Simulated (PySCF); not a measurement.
PySCF input (M06-2X/6-31G* (5d)):

```python
from pyscf import gto, dft

mol = gto.M(
    atom='''
    B     0.00000000   -0.00000000   -0.00000000
    Cl    0.00508444    1.74500655   -0.02473757
    Cl    1.50850421   -0.87734968   -0.01892724
    Cl   -1.51358865   -0.86765687    0.04366481
    ''',
    basis='6-31g*',
    charge=0,
    spin=0,
    verbose=4,
)

mf = dft.RKS(mol, xc='m062x')
mf.grids.level = 4
mf.conv_tol = 1e-9
mf.max_cycle = 100
mf.max_memory = 1500
mf.kernel()
if not mf.converged:
    mf = mf.newton()
    mf.kernel(mf.make_rdm1())
mf.dip_moment()
```

Task: What final total energy does it give?

Result: -1405.44630 Eh.
